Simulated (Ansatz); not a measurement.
Nb$_{3}$Sn: experiment and calculation

**The experiment to reproduce.**

“Specific heat of Nb3Sn: The case for a second energy gap”, 2004, arxiv:cond-mat/0403590 reports, for a bulk crystal of Nb3Sn at 300 K: lattice constant a 5.293 ± 0.001 Å.

How close the calculation comes is told below.

Computed with Ansatz, DFT PBEsol, scalar-relativistic, plane waves, PAW.

Settings: cutoff 420 eV, Γ-centred mesh 8×8×8 on the computed 8-atom cell, Gaussian smearing of 0.10 eV; no spin polarisation.

Relaxed structure, symmetry kept:

```xyz
8
Lattice="5.2586 0.0000 0.0000 0.0000 5.2586 0.0000 0.0000 0.0000 5.2586" Properties=species:S:1:pos:R:3 pbc="T T T"
Nb    1.3146    0.0000    2.6293
Nb    2.6293    3.9439    0.0000
Nb    3.9439    0.0000    2.6293
Nb    2.6293    1.3146    0.0000
Nb    0.0000    2.6293    3.9439
Nb    0.0000    2.6293    1.3146
Sn    0.0000    0.0000    0.0000
Sn    2.6293    2.6293    2.6293
```

```json
{
  "Space group": "Pm-3n (No. 223)",
  "Volume per atom": "18.18 Å³",
  "Formation energy from the elements' standard states (uncorrected)": "-0.213 eV/atom",
  "Kohn–Sham band gap": "none (metal)",
  "Density of states at the Fermi level": "17.98 states/eV per cell",
  "Löwdin character within 0.5 eV of the Fermi level": "Nb 4d 86 %",
  "Bulk modulus": "176 GPa",
  "Its pressure derivative": "4.2",
  "Bader charges (e)": "Nb (6 in the cell) 0.26, Sn (2 in the cell) -0.79"
}
```

Against the measured lattice constant a of Nb3Sn, 5.293 Å (300 K; the paper above), the calculated 5.259 Å is off by -0.7 %. The calculation is for 0 K without zero-point motion.

Cost: 6 runs of about 4.8 core-minutes in all, on Intel Xeon Platinum 8259CL (Skylake/Cascade Lake) (shared hosts).